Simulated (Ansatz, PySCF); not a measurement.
Gas-phase reaction (SMILES): O (H2O) + H+ -> [OH3+]; protonation at O, whose ΔH is minus the proton affinity.

Geometries: B3LYP-D3(BJ)/def2-TZVP minima from Ansatz (an electronic-structure program). Valence correlation only, unless marked. Spin-orbit coupling is left out. No relativistic terms. Basis-set limits of correlation are two-point, X^-3; Hartree-Fock from the larger set (for Q and 5 zeta extrapolated as (X+1)exp(-9√X)). Thermal terms are rigid-rotor harmonic-oscillator values from B3LYP-D3(BJ) frequencies (PySCF) at 298.15 K and 1 atm. 1 Eh = 627.5095 kcal/mol. The proton has no electrons: its energy is zero and its thermal terms are those of translation.

| species | E, CCSD(T)/CBS(cc-pVQZ,cc-pV5Z) (Ansatz) (Eh) | E, PBE/def2-TZVPD (Ansatz) (Eh) | H - E (Eh) | G - E (Eh) |
|---|---|---|---|---|
| O (H2O) | -76.37670 | -76.38111 | 0.02495 | 0.00353 |
| H+ | 0.00000 | 0.00000 | 0.00236 | -0.01000 |
| [OH3+] | -76.64936 | -76.65205 | 0.03795 | 0.01597 |

Question: Work out ΔE and ΔH, ΔG, ΔS and the equilibrium constant at 298.15 K at the first level, then ΔH at the second.

Answer: 
1. ΔE = [(-76.64936)] - [(-76.37670) + (0.00000)] = -0.27266 Eh = -171.1 kcal/mol at CCSD(T)/CBS(cc-pVQZ,cc-pV5Z).
2. The terms H - E add up to 0.01064 Eh, so ΔH = (-0.27266 + (0.01064))×627.5095 = -164.4 kcal/mol.
3. The terms G - E add up to 0.02244 Eh, so ΔG = -157.0 kcal/mol, and ΔS = (0.01064 - (0.02244))×627509.5/298.15 = -24.8 cal/(mol K).
4. log10 K = -ΔG/(RT ln 10) = 115.1, with RT ln 10 = 1.3642 kcal/mol.
5. At PBE/def2-TZVPD the same steps give ΔE = -170.0 and ΔH = -163.3 kcal/mol, a shift of +1.1 from the first level.
6. Tabulated enthalpies of formation (O (H2O) -57.8 kcal/mol, ATcT 1.112; H+ 365.7 kcal/mol, ATcT 1.112; [OH3+] 143.1 kcal/mol, ATcT 1.112) give ΔH = -164.8, so the errors are +0.4 and +1.5 kcal/mol; the tables hold anharmonic motion, scalar relativity, which both levels lack, and core correlation, which the frozen-core level lacks.
